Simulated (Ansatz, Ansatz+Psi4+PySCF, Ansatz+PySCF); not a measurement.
```xyz
7

C     0.0059    0.0000   -0.9109
C    -0.2620    0.0000    0.5195
Cl    1.3860    0.0000    1.5030
H     0.1974    0.9290   -1.4323
H     0.1974   -0.9290   -1.4323
H    -0.7623    0.8960    0.8765
H    -0.7623   -0.8960    0.8765
```

Basis set: cc-pVTZ on H, C; cc-pV(T+d)Z on Cl (spherical functions). Frozen core: 7 orbitals. Correlation on ROHF uses semicanonical orbitals with singles. Charge 0, multiplicity 2.

Computed with Ansatz (development build ahead of 0.2.0); each method stands on the lowest determinant of its kind that the runs found.

(1) Give the atomization energy at this shape (free ground-state atoms in the same class of orbitals less the molecule, no zero-point energy) of doublet C₂H₄Cl by ROHF-CCSD(T), ROHF-MP2.

Results:

(1)

```json
{"method": "ROHF-CCSD(T)", "atomization energy": "24.59 eV"}
{"method": "ROHF-MP2", "atomization energy": "24.83 eV"}
```
